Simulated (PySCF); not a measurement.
Geometries of 2 isomers of C2H4F2, from PySCF 2.14.0, PBE0-D3(BJ)/def2-SVP geometry optimisation, gas phase. One conformer each, no zero-point energy, no frequencies.

Problem. Which isomer lies lower at this level?
A.
```xyz
8
angstrom
C     -0.757   -0.198    0.017
C      0.697    0.171    0.055
F      1.412   -0.663   -0.736
F      0.872    1.429   -0.416
H     -1.115   -0.153   -1.021
H     -0.901   -1.217    0.403
H     -1.341    0.502    0.629
H      1.133    0.127    1.070
```
B.
```xyz
8
angstrom
F      1.391    0.538    0.922
C      0.739   -0.051   -0.127
C     -0.746   -0.029    0.086
F     -1.235    1.245   -0.007
H      1.078   -1.097   -0.222
H      0.993    0.489   -1.055
H     -0.988   -0.432    1.084
H     -1.233   -0.661   -0.678
```

Solution. A. That is `CC(F)F`, 14.9 kcal/mol below the other.

| SMILES | atoms numbered as above | E (Eh) | relative (kcal/mol) | relative (kJ/mol) | dipole (D) |
| --- | --- | --- | --- | --- | --- |
| CC(F)F | [CH3:1][CH:2]([F:3])[F:4] | -277.81571 | 0.0 | 0.0 | 2.07 |
| FCCF | [F:1][CH2:2][CH2:3][F:4] | -277.79202 | 14.9 | 62.2 | 2.54 |

As drawn, the lower has two fluorines on one carbon, which the higher lacks.
